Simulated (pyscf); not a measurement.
Multi-bond step: HO–AlH–AsH₂ + H₂ → AsH₃ + HO–AlH₂

Gas phase, singlet surface, charge 0. Bonds broken: As1–Al2, As1–H5, H3–H8. Bonds formed: As1–H3, As1–H8, Al2–H5. PySCF, gas phase, ωB97X-D3(BJ)/def2-SVP geometries.

Transition state (Å):

```xyz
9

As    -0.1025    -1.2399    -0.5741
Al     1.1574     0.5251     0.8038
H     -1.8018    -1.5759    -0.5534
H      0.0247    -2.2932     0.5073
H      2.2030    -0.5539     0.1882
H      0.9445     1.9311     0.0940
O      0.8933     0.3586     2.4976
H     -1.6653    -0.9928     0.1159
H      0.5044     1.0396     3.0495
```

One imaginary mode, 491i cm⁻¹; descent along it reached the two sides named, in the forms told below.

| bond | change | reactant side (Å) | saddle | product side |
|---|---|---|---|---|
| As1–Al2 | breaks | 2.399 | 2.569 | 2.6 |
| As1–H5 | breaks | 1.521 | 2.523 | 3.2 |
| H3–H8 | breaks | 0.762 | 0.898 | 2.266 |
| As1–H3 | forms | 3.6 | 1.732 | 1.507 |
| As1–H8 | forms | 3.5 | 1.726 | 1.505 |
| Al2–H5 | forms | 2.9 | 1.624 | 1.590 |

Electronic energies relative to the separated reactants (kJ/mol):

```csv
level,barrier,reaction energy,reverse barrier
ωB97X-D3(BJ)/def2-TZVP,184.6,+53.9,130.7
PBE/def2-TZVP,166.6,+43.7,122.9
r²SCAN/def2-TZVP,175.7,+45.4,130.3
B3LYP-D3(BJ)/def2-TZVP,177.7,+38.3,139.3
PBE0-D3(BJ)/def2-TZVP,173.0,+45.0,128.0
M06-2X/def2-TZVP,182.0,+49.4,132.6
ωB97M-D3(BJ)/def2-TZVP,179.2,+34.7,144.4
HF/def2-TZVP,218.5,+15.2,203.3
```

With ωB97M-D3(BJ)/def2-TZVP energies and thermal terms (ideal gas, 1 atm, RRHO with modes under 100 cm⁻¹ raised to 100, one conformer, R ln 2 for chiral ones without a mode under 150 cm⁻¹), in kJ/mol:

| T (K) | ΔH‡ | ΔG‡ | ΔH | ΔG |
|---|---|---|---|---|
| 298 | 179.9 | 215.6 | +37.6 | +31.5 |
| 600 | 176.9 | 253.2 | +31.5 | +28.0 |
| 900 | 176.5 | 291.6 | +27.8 | +27.1 |
| 1200 | 177.5 | 329.8 | +25.6 | +27.3 |

On the product side the descent ends in an adduct with a Al–As contact, 57.9 kJ/mol under the separated species and 188.6 kJ/mol under the saddle at ωB97X-D3(BJ)/def2-TZVP. What is counted as broken (Al–As) persists as a longer contact in the product adduct; parting that adduct is a step of its own. The same reactants have a lower exit, to H₂Al–AsH₂ + H₂O (highest point, the separated products, at +123.4 kJ/mol at ωB97M-D3(BJ)/def2-TZVP, against +179.2 kJ/mol here). This is the saddle that the search found; another between the same sides may lie lower. Elements up to Kr have no core potential and no relativistic terms here.
